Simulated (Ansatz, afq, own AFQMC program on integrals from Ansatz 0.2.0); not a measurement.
**GeH, doublet → GeH⁺, triplet**

```yaml
atoms:
  - { symbol: Ge, position_ang: [0.0000, 0.0000, 0.0000] }
  - { symbol: H, position_ang: [0.0000, 0.0000, 1.6012] }
```

E(triplet, charge +1) − E(doublet, charge +0) at this geometry, on UHF and UHF determinants.

Basis cc-pVTZ. Only valence electrons are correlated. Integrals, coupled cluster, full CI and functionals: Ansatz 0.2.0; the random walks run on the same integrals in our own AFQMC program. ph-AFQMC/CISD is guided by a CISD state made of CCSD amplitudes; releasing the constraint for a short imaginary time cuts its bias at the price of noise, slowly where states lie close. Free projection: walkers drawn from exp(T), propagated without any constraint. Its projection time is finite, and what remains of the start isn't in its error. ± is one standard error of the sampling. No spin–orbit coupling. The errors of all members are added in quadrature.

No full CI on the walks' own integrals is used here; CCSDT(Q) serves as the reference and is uncertain by about the last step of the cluster series. Each member takes its own surest rung, up to full CI.

Errors are counted within cc-pVTZ, not against nature.

Cautions: inner d shell frozen; no relativity below Rb; no spin-orbit coupling; GeH⁺ (triplet): lower spins were not checked; this needn't be the first ionization.

Reference (CCSDT(Q)): 229.3 kcal/mol.

| level | vertical ionization energy (kcal/mol) | error against CCSDT(Q) (kcal/mol) |
| --- | --- | --- |
| HF | 207.0 | -22.3 |
| MP2 | 225.3 | -4.0 |
| CCSD | 228.6 | -0.7 |
| CCSD(T) | 229.2 | -0.1 |
| CCSDT | 229.3 | 0.0 |
| ph-AFQMC/HF | 228.2 ± 0.6 | -1.1 ± 0.6 |
| ph-AFQMC/CISD | 229.3 ± 0.2 | 0.0 ± 0.2 |
| released AFQMC | 229.4 ± 0.1 | 0.0 ± 0.1 |
| free AFQMC | 229.3 ± 0.2 | 0.0 ± 0.2 |

Correlation beyond CCSD(T) adds 0.1 kcal/mol. The perturbative (T) step is worth +0.6 kcal/mol.

Free projections are given only where their last times agree within the noise and don't stop above the reference; a slow remainder of the start can still hide under it. A walk keeps the symmetry of its determinant, which the program's search chose and which needn't be the lowest solution, so a lower state of the same spin and another symmetry isn't excluded. Released energies are given only where the last usable release times agree within the noise; a slower fall can still hide under it.
